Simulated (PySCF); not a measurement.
Ionisation of ethanol

Molecule: ethanol, `CCO` (C2H6O). Coordinates in Å; atoms count from 1 in this order:
```
C    -0.8627    0.2922    0.0587
C     0.4426   -0.4110   -0.2600
O     1.5695    0.2874    0.1999
H    -1.7241   -0.2542   -0.3564
H    -0.8636    1.3120   -0.3554
H    -1.0154    0.3697    1.1488
H     0.4160   -1.4480    0.1340
H     0.5624   -0.4997   -1.3517
H     1.4979    0.3655    1.1568
```

These are calculated values, ωB97X-D3(BJ)/ma-def2-TZVP in PySCF (grid level 2) at geometries from PBE0-D3(BJ)/def2-SVP. Zero-point and thermal terms (298.15 K, 1 bar) come from unscaled PBE0-D3(BJ)/def2-SVP harmonic frequencies, with soft modes damped to free rotors in the entropy.

Frontier levels of the parent: HOMO -10.50 eV, LUMO 1.23 eV.

Oxidation to the radical cation:
| Item | Value |
| --- | --- |
| Vertical ionisation energy (electronic) | 10.69 eV |
| Adiabatic ionisation energy (with zero-point energy) | 10.26 eV |
| Adiabatic, electronic part | 10.40 eV |
| Vertical gap at the product's structure | 9.76 eV |
| Inner reorganisation energy (four-point) | 931 meV |
| Relaxation of product / of parent | 290 / 640 meV |
| ⟨S²⟩ of the product | 0.755 |
| Largest spin populations | O3 0.53, H (on C2) 0.16, H (on C2) 0.15, C2 0.14 |
| Largest changes of atomic charge | O3 0.38, H (on C2) 0.18, H (on C2) 0.15, H (on O3) 0.08 |
| Distances that move most (Å) | C2–O3 1.403 → 1.338; C2–H 1.102 → 1.147; C2–H 1.110 → 1.147; C1–C2 1.517 → 1.482 |
| Potential in DMF | 7.46 V absolute, 2.92 V against Fc+/Fc computed at 4.54 V (solvation -20 → -288 kJ/mol) |

Solvents are IEF-PCM continua (electrostatics only, gas-phase structures); absolute potentials refer to an electron at rest in vacuum. Fc+/Fc in DMF, 4.54 V, is ωB97X-D3(BJ)/ma-def2-TZVP on PBE0-D3(BJ)/def2-SVP structures with GFN2-xTB thermal terms. Benchmark calculations put it near 5.0 V in acetonitrile and DMSO, so it is about 0.5 V low, and the value against it can read up to that much too high.

Against the Active Thermochemical Tables (version 1.112): ionisation energy to the radical cation 10.49 (computed 10.26, error -0.23) eV.

Measured values (NIST Chemistry WebBook, evaluated or the median of agreeing entries): adiabatic ionisation energy 10.48 eV (computed 10.26, difference -0.22).

Run with `OMP_NUM_THREADS=1 python redox_run.py task.json out` on 1 thread of Arm Neoverse V2, a shared host. Structures, frequencies and single points: 3 min of wall time.
